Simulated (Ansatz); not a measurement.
**MgNH (singlet): wave-function methods side by side at distance N1–Mg2 = 4.081 Å, 6-31G**

The task here is to estimate one member of a computed series from the others.

The runs use Ansatz 0.2.0, Gaussian basis; 6-31G, core rule «outside noble gas», up to 6 orbitals frozen.

Plan: UHF; CCSD(T) on RHF; CCSD(T) on UHF; BCCD(T) on RHF; CISD; CCSDT(Q) on RHF; CCSDT(Q) on UHF; CCSDTQ on RHF; CCSDTQ on UHF; CASSCF and MRCISD+Q, 2 electrons in 2 orbitals; CASSCF and NEVPT2, 2 electrons in 2 orbitals; CASSCF and MRCISD+Q, 8 electrons in 9 orbitals; CASSCF and NEVPT2, 8 electrons in 9 orbitals; Full CI; Full CI in the symmetry of the determinant.

41 further runs of the same task are left out: 14 for a known fault of the program, 22 that didn't finish, 5 set aside as unsound or not needed.

### What is computed

The geometry derives from a PBE0/def2-TZVP stationary point (not a proven minimum). One bond is set to the value named and the two fragments are kept rigid.

3 atoms, charge 0, spin multiplicity 1.

Atoms are counted from 1 here; the program's logs count them from 0.

Bond lengths: N1–H3 1.028 Å.

Coordinates:

```xyz
3
charge 0, multiplicity 1
N     0.0000   -0.4243    1.2106
Mg    0.0000   -0.0826   -2.8561
H     0.0000    0.5069    1.6454
```

Set-up of the first run:

Contents of in.yaml:

```yaml
crystal:
  periodic: [false, false, false]
  atoms:
    - {symbol: N, position_ang: [0.000000, -0.424325, 1.210618]}
    - {symbol: Mg, position_ang: [0.000000, -0.082612, -2.856050]}
    - {symbol: H, position_ang: [0.000000, 0.506937, 1.645432]}
basis:
  gaussian: {orbitals: 6-31G}
magnetization: {spin_polarized: true, initial_magnetization: 0}
hamiltonian: {xc: hf}
output: {orbitals: {seedname: orbitals}}
```

Started as:

```console
ansatz run in.yaml --threads 1 --pin off --events-out ev --progress --plain --max-ram 2393MiB
```

Among the steps run: UHF; CCSD(T) on RHF; CCSD(T) on UHF; BCCD(T) on RHF; CISD; CCSDT(Q) on RHF; CCSDT(Q) on UHF; CCSDTQ on RHF; CCSDTQ on UHF; CASSCF and MRCISD+Q, 2 electrons in 2 orbitals; CASSCF and NEVPT2, 2 electrons in 2 orbitals; CASSCF and MRCISD+Q, 8 electrons in 9 orbitals; CASSCF and NEVPT2, 8 electrons in 9 orbitals; Full CI; Full CI in the symmetry of the determinant.

One of the session's tables, all rows but one given; the rest of the session is left out.

| method | from FCI (kcal/mol) |
| --- | --- |
| CASSCF pair | +64.85 |
| NEVPT2 pair | +17.44 |
| MRCISD pair | ? |
| MRCISD+Q pair | -0.65 |
| CASSCF valence | +31.25 |
| NEVPT2 valence | +7.54 |
| MRCISD valence | +0.81 |
| MRCISD+Q valence | +0.18 |
| FCI | 0 |

Estimate the missing values for MRCISD pair.

As computed: from FCI (kcal/mol): +4.64. In the column «from FCI (kcal/mol)» it lies between MRCISD valence (+0.81) and NEVPT2 valence (+7.54).

Left out of the table: RHF, UHF, RMP2, UMP2, CISD, RCCSD, UCCSD, RCCSD(T), UCCSD(T), BCCD(T), RCCSDT, UCCSDT, RCCSDT(Q), UCCSDT(Q), RCCSDTQ, UCCSDTQ (another determinant or state than the rows shown).

Limits of these values: The determinant is far from a pure spin state, so its energy mixes those of several spin states (harmless only where they are near-degenerate, as at dissociation). The report flags that the cluster equations may have other roots. MRCISD+Q pair falls below full CI: the +Q correction isn't variational, and the cores differ from full CI's.
